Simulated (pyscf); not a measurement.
Four-centre exchange: F–SiH₂–F + hydrogen fluoride (HF) → F–SiH₂–F + hydrogen fluoride (HF)

Gas phase, singlet surface, charge 0. Bonds broken: Si2–H4, F6–H7. Bonds formed: Si2–H7, H4–F6. Optimised with ωB97X-D3(BJ)/def2-SVP in PySCF. MP2 and CC: frozen core, UHF for open shells. ΔMP2 is the change of the MP2 total energy from the triple- to the quadruple-zeta basis.

Transition state (Å):

```xyz
7

F     -0.2369     1.6636    -0.4014
Si     0.1672     0.0979    -0.4600
F      1.6011    -0.0832     0.2673
H     -0.9576    -0.5404     0.8643
H      0.3143    -0.2902    -1.8831
F     -1.8327    -1.4218     1.0441
H     -1.1327    -1.0995     0.0641
```

One imaginary mode, 2650i cm⁻¹; descent along it reached the two sides named.

```
bond    change  reactant side (Å)  saddle  product side
------  ------  -----------------  ------  ------------
Si2–H4  breaks              1.479   1.851           4.0
F6–H7   breaks              0.925   1.247         2.466
Si2–H7   forms                3.3   1.843         1.475
H4–F6    forms                2.9   1.255         0.924
```

Electronic energies relative to the separated reactants (kcal/mol):

```json
[
 {"level": "ωB97X-D3(BJ)/def2-TZVP", "barrier": "72.6", "reaction energy": "0.0", "reverse barrier": "72.6"},
 {"level": "PBE/def2-TZVP", "barrier": "58.9", "reaction energy": "0.0", "reverse barrier": "58.9"},
 {"level": "r²SCAN/def2-TZVP", "barrier": "66.1", "reaction energy": "0.0", "reverse barrier": "66.1"},
 {"level": "B3LYP-D3(BJ)/def2-TZVP", "barrier": "69.8", "reaction energy": "0.0", "reverse barrier": "69.8"},
 {"level": "PBE0-D3(BJ)/def2-TZVP", "barrier": "67.8", "reaction energy": "0.0", "reverse barrier": "67.8"},
 {"level": "M06-2X/def2-TZVP", "barrier": "75.9", "reaction energy": "0.0", "reverse barrier": "75.9"},
 {"level": "ωB97M-D3(BJ)/def2-TZVP", "barrier": "72.4", "reaction energy": "0.0", "reverse barrier": "72.4"},
 {"level": "HF/def2-TZVP", "barrier": "100.2", "reaction energy": "0.0", "reverse barrier": "100.2"},
 {"level": "MP2/def2-QZVPP", "barrier": "75.6", "reaction energy": "0.0", "reverse barrier": "75.6"},
 {"level": "CCSD/def2-TZVPP", "barrier": "81.5", "reaction energy": "0.0", "reverse barrier": "81.5"},
 {"level": "CCSD(T)/def2-TZVPP", "barrier": "77.3", "reaction energy": "0.0", "reverse barrier": "77.3"},
 {"level": "CCSD(T)/def2-TZVPP + ΔMP2(QZVPP)", "barrier": "76.9", "reaction energy": "0.0", "reverse barrier": "76.9"}
]
```

With CCSD(T)/def2-TZVPP + ΔMP2(QZVPP) energies and thermal terms (ideal gas, 1 atm, RRHO with modes under 100 cm⁻¹ raised to 100, one conformer, R ln 2 for rigid chiral ones), in kcal/mol:

| T (K) | ΔH‡ | ΔG‡ | ΔH | ΔG |
|---|---|---|---|---|
| 298 | 73.7 | 81.6 | 0.0 | 0.0 |
| 600 | 74.1 | 89.5 | 0.0 | 0.0 |
| 900 | 74.7 | 97.1 | 0.0 | 0.0 |
| 1200 | 75.3 | 104.4 | 0.0 | 0.0 |

The same reactants have a lower exit, to F–SiH(F)–F + H₂ (barrier +28.7 kcal/mol at ωB97M-D3(BJ), against +72.4 kcal/mol here). This is the saddle that the search found; another between the same sides may lie lower. The CCSD(T) − MP2 part came from Ansatz, without density fitting, on the same reference.
